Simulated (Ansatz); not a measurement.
**C2H6O (SMILES COC): revPBE/cc-pVDZ**

What is the energy change on altering one bond length of C2H6O at revPBE/cc-pVDZ? 

The results are computed with Ansatz 0.2.0.

47 further runs of the same task are left out: 47 set aside as unsound or not needed.

**1. The structure to begin with**

The species is C2H6O (9 atoms), meant as a singlet with charge 0. As SMILES, `COC`. Geometry: relaxed at PBE0-D4/def2-TZVP.

Bond lengths: C1–O2 1.399 Å, O2–C3 1.399 Å, C1–H4 1.100 Å, C1–H5 1.090 Å, C1–H6 1.100 Å, C3–H7 1.100 Å, C3–H8 1.090 Å, C3–H9 1.100 Å. Some angles: C1–O2–C3 112.1°, O2–C1–H4 111.6°, O2–C1–H5 107.7°, O2–C1–H6 111.6°, O2–C3–H7 111.6°, O2–C3–H8 107.7°, O2–C3–H9 111.6°, H4–C1–H5 108.9°, H4–C1–H6 108.2°, H5–C1–H6 108.9°.

**2. The energy at revPBE/cc-pVDZ**

File input.yaml:

```yaml
crystal:
  periodic: [false, false, false]
  atoms:
    - {symbol: C, position_ang: [-0.413190, 0.872670, -0.645330]}
    - {symbol: O, position_ang: [0.563380, -0.127830, -0.595980]}
    - {symbol: C, position_ang: [0.479050, -0.887610, 0.575660]}
    - {symbol: H, position_ang: [-1.427650, 0.449000, -0.618190]}
    - {symbol: H, position_ang: [-0.283130, 1.417120, -1.580990]}
    - {symbol: H, position_ang: [-0.312930, 1.577090, 0.193180]}
    - {symbol: H, position_ang: [-0.493490, -1.394000, 0.659910]}
    - {symbol: H, position_ang: [1.266920, -1.640470, 0.540090]}
    - {symbol: H, position_ang: [0.621040, -0.265980, 1.471640]}
basis:
  gaussian: {orbitals: cc-pVDZ}
total_charge: 0
hamiltonian: {xc: {name: revPBE}}
accuracy: high
output: {orbitals: {seedname: orbitals}}
```

Started as:

```sh
$ ansatz run input.yaml --threads 1 --pin off --max-ram 3480MiB --events-out events.jsonl --progress --plain --runs-dir runs
```

Output:

```text
Warning: RAYON_NUM_THREADS=1 ignored (pool sized by the plan → 1); use --threads N
Functional definition: revPBE
  name "revPBE"
  parameter kappa = 1.245
  parameter beta = 0.06672455060314922
  exchange = pbe_x(kappa = kappa, mu = beta*pi^2/3)
  correlation = pbe_c(beta = beta)
1748 factors; integrals over basis functions are off by at most 3.3e-9 eV
mean field evaluation 1: about -4211.1571 eV, gradient 4.9e1 eV
mean field evaluation 2: about -4204.4946 eV, gradient 7.1e1 eV
mean field evaluation 4: about -4217.0675 eV, gradient 4.2e0 eV
mean field evaluation 8: about -4217.0940 eV, gradient 8.2e-2 eV
mean field evaluation 16: about -4217.0940 eV, gradient 1.1e-6 eV
mean field -4217.09398585 eV, -154.9753455311 hartree, gradient 8.8e-8 eV, S^2 0.000000; 0 other end points of the search recorded, 0 dependent functions left out
reference -4217.09398976 eV, -154.9753456748 hartree; 13, 13 occupied and 59, 59 virtual orbitals, 1748 factors
Total energy: -4217.09398976 eV, -154.9753456748 hartree
```

Wall time 3.9 s (1 thread of Arm Neoverse V1, shared host); peak memory 0.19 GiB.

**3. The distorted shape, same level**

File run.yaml:

```yaml
crystal:
  periodic: [false, false, false]
  atoms:
    - {symbol: C, position_ang: [-0.493400, 0.309118, -1.316157]}
    - {symbol: O, position_ang: [0.483170, -0.691382, -1.266807]}
    - {symbol: C, position_ang: [0.398840, -1.451162, -0.095167]}
    - {symbol: H, position_ang: [-1.507860, -0.114552, -1.289017]}
    - {symbol: H, position_ang: [-0.363340, 0.853568, -2.251817]}
    - {symbol: H, position_ang: [-0.312930, 1.577090, 0.193180]}
    - {symbol: H, position_ang: [-0.573700, -1.957552, -0.010917]}
    - {symbol: H, position_ang: [1.186710, -2.204022, -0.130737]}
    - {symbol: H, position_ang: [0.540830, -0.829532, 0.800813]}
basis:
  gaussian:
    orbitals: cc-pVDZ
hamiltonian:
  xc: {name: revPBE}
total_charge: 0
accuracy: high
output: {orbitals: {seedname: orbitals}}
```

Started as:

```sh
$ ansatz run run.yaml --threads 1 --pin off --max-ram 3480MiB --events-out events.jsonl --progress --plain --runs-dir runs
```

Output:

```text
Warning: RAYON_NUM_THREADS=1 ignored (pool sized by the plan → 1); use --threads N
Functional definition: revPBE
  name "revPBE"
  parameter kappa = 1.245
  parameter beta = 0.06672455060314922
  exchange = pbe_x(kappa = kappa, mu = beta*pi^2/3)
  correlation = pbe_c(beta = beta)
1734 factors; integrals over basis functions are off by at most 3.2e-9 eV
mean field evaluation 1: about -4207.4080 eV, gradient 5.0e1 eV
mean field evaluation 2: about -4190.2210 eV, gradient 9.0e1 eV
mean field evaluation 4: about -4214.2081 eV, gradient 8.3e0 eV
mean field evaluation 8: about -4214.3735 eV, gradient 1.4e-1 eV
mean field evaluation 16: about -4214.3736 eV, gradient 1.2e-5 eV
mean field -4214.37359435 eV, -154.8753729875 hartree, gradient 1.4e-8 eV, S^2 0.000000; 0 other end points of the search recorded, 0 dependent functions left out
reference -4214.37359816 eV, -154.8753731274 hartree; 13, 13 occupied and 59, 59 virtual orbitals, 1734 factors
Total energy: -4214.37359816 eV, -154.8753731274 hartree
```

Run time: 4.2 s. Hardware: 1 thread of Arm Neoverse V1, shared host; peak memory 0.19 GiB.

**4. What came out**

Level: revPBE/cc-pVDZ.

| quantity | value |
| --- | --- |
| first shape: total energy | -154.97535 Eh |
| first shape: HOMO energy | -5.47 eV |
| first shape: LUMO energy | 1.26 eV |
| first shape: HOMO–LUMO gap | 6.73 eV |
| distorted shape: total energy | -154.87537 Eh |
| distorted shape: HOMO energy | -5.76 eV |
| distorted shape: LUMO energy | -2.08 eV |
| distorted shape: HOMO–LUMO gap | 3.68 eV |
| energy change with the C1–H6 bond stretched from 1.100 to 1.980 Å | 2.720 eV |

**Reading.** One bond (distorted shape) is far stretched, which a spin-restricted single reference describes badly; a broken-symmetry solution may lie lower. With the C1–H6 bond stretched from 1.100 to 1.980 Å the energy rises by 2.72 eV (63 kcal/mol). The first shape isn't relaxed at this level, so the change isn't measured from a minimum. A restricted reference can't describe the breaking bond well at this length.
